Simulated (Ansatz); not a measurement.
# UB2PLYP/STO-3G run of C2H2F (SMILES C=[C]F)

What is the vertical doublet–quartet gap of C2H2F at UB2PLYP/STO-3G? 

The results are computed with Ansatz 0.2.0.

54 further runs of the same task are left out: 3 that didn't finish, 51 set aside as unsound or not needed.

**1. The molecule**

The species is C2H2F (5 atoms), meant as a doublet with charge 0. As SMILES, `C=[C]F`. The coordinates come from a PBE0-D4/def2-TZVP relaxation.

Bond lengths: C1–C2 1.309 Å, C2–F3 1.302 Å, C1–H4 1.087 Å, C1–H5 1.080 Å. Angles: C1–C2–F3 130.3°, C2–C1–H4 120.7°, C2–C1–H5 119.9°, H4–C1–H5 119.4°.

**2. The energy at UB2PLYP/STO-3G**

Contents of input.yaml:

```yaml
basis:
  gaussian:
    orbitals: STO-3G
crystal:
  periodic: [false, false, false]
  atoms:
    - {symbol: C, position_ang: [0.488200, -0.200400, 0.008400]}
    - {symbol: C, position_ang: [-0.592700, 0.393700, 0.447100]}
    - {symbol: F, position_ang: [-1.725600, 0.629500, -0.148900]}
    - {symbol: H, position_ang: [0.534700, -0.590400, -1.005400]}
    - {symbol: H, position_ang: [1.345200, -0.306200, 0.657500]}
magnetization:
  spin_polarized: true
  initial_magnetization: 1
hamiltonian:
  xc: {name: B2PLYP}
correlation:
  frozen_orbitals: {C: 1, F: 1, H: 0}
accuracy: high
total_charge: 0
```

Command:

```bash
ansatz run input.yaml --threads 1 --pin off --max-ram 2610MiB --events-out events.jsonl --progress --plain --runs-dir runs
```

Log:

```text
Warning: RAYON_NUM_THREADS=1 ignored (pool sized by the plan → 1); use --threads N
Functional definition: B2PLYP
  name "B2PLYP"
  parameter a = 0.53
  parameter c = 0.27
  exchange = (1 - a)*b88_x + a*exact_x
  correlation = (1 - c)*lyp_c + c*(mp2_os + mp2_ss)
294 factors; integrals over basis functions are off by at most 4.1e-8 eV
mean field evaluation 1: about -4746.3569 eV, gradient 8.8e0 eV
mean field evaluation 2: about -4746.3710 eV, gradient 8.8e0 eV
mean field evaluation 4: about -4747.0094 eV, gradient 1.6e0 eV
mean field evaluation 8: about -4747.0636 eV, gradient 1.4e-1 eV
mean field evaluation 16: about -4747.0645 eV, gradient 5.7e-5 eV
mean field -4747.06450124 eV, -174.4514027449 hartree, gradient 7.1e-8 eV, S^2 0.793305; 0 other end points of the search recorded, 0 dependent functions left out
3 core orbitals not correlated: weight in the atoms' cores, before any rotation towards them, 1.000 or more for the frozen orbitals, at most 0.000 for the correlated occupied ones
reference -4747.06451557 eV, -174.4514032714 hartree; 9, 8 occupied and 5, 6 virtual orbitals, 294 factors
second order -4.42484655 eV of doubles, -0.00000000 eV of singles
Total energy: -4748.25922414 eV, -174.4953080015 hartree
```

Wall time 1.1 s (1 thread of Intel Xeon 6975P-C (Granite Rapids), shared host); peak memory 0.14 GiB.

**3. The quartet**

Contents of run.yaml:

```yaml
crystal:
  periodic: [false, false, false]
  atoms:
    - {symbol: C, position_ang: [0.488200, -0.200400, 0.008400]}
    - {symbol: C, position_ang: [-0.592700, 0.393700, 0.447100]}
    - {symbol: F, position_ang: [-1.725600, 0.629500, -0.148900]}
    - {symbol: H, position_ang: [0.534700, -0.590400, -1.005400]}
    - {symbol: H, position_ang: [1.345200, -0.306200, 0.657500]}
basis:
  gaussian: {orbitals: STO-3G}
magnetization: {spin_polarized: true, initial_magnetization: 3}
hamiltonian: {xc: {name: B2PLYP}}
correlation: {frozen_orbitals: {C: 1, F: 1, H: 0}}
accuracy: high
```

Command:

```bash
ansatz run run.yaml --threads 1 --pin off --max-ram 2610MiB --events-out events.jsonl --progress --plain --runs-dir runs
```

Log (excerpt; [...] marks lines left out):

```text
Warning: RAYON_NUM_THREADS=1 ignored (pool sized by the plan → 1); use --threads N
[... 2 set-up lines as earlier in the session ...]
[...]
294 factors; integrals over basis functions are off by at most 4.1e-8 eV
[...]
mean field -4742.52607930 eV, -174.2846188146 hartree, gradient 6.2e-8 eV, S^2 3.756202; 0 other end points of the search recorded, 0 dependent functions left out
3 core orbitals not correlated: weight in the atoms' cores, before any rotation towards them, 1.000 or more for the frozen orbitals, at most 0.000 for the correlated occupied ones
reference -4742.52609369 eV, -174.2846193435 hartree; 10, 7 occupied and 4, 7 virtual orbitals, 294 factors
second order -2.80379916 eV of doubles, -0.00000000 eV of singles
Total energy: -4743.28311947 eV, -174.3124395276 hartree
```

It took 0.85 s on 1 thread of Intel Xeon 6975P-C (Granite Rapids), shared host; peak memory 0.14 GiB.

**4. What came out**

Level: UB2PLYP/STO-3G, 3 core orbitals frozen.

| quantity | value |
| --- | --- |
| doublet: total energy | -174.49531 Eh |
| doublet: ⟨S²⟩ | 0.793 |
| quartet: total energy | -174.31244 Eh |
| quartet: ⟨S²⟩ | 3.756 |
| vertical energy of the quartet above the doublet | 4.976 eV |

In words: At this shape the quartet lies 4.98 eV (480 kJ/mol) above the doublet. In a minimal basis such a difference can be off by several eV, whatever the method.
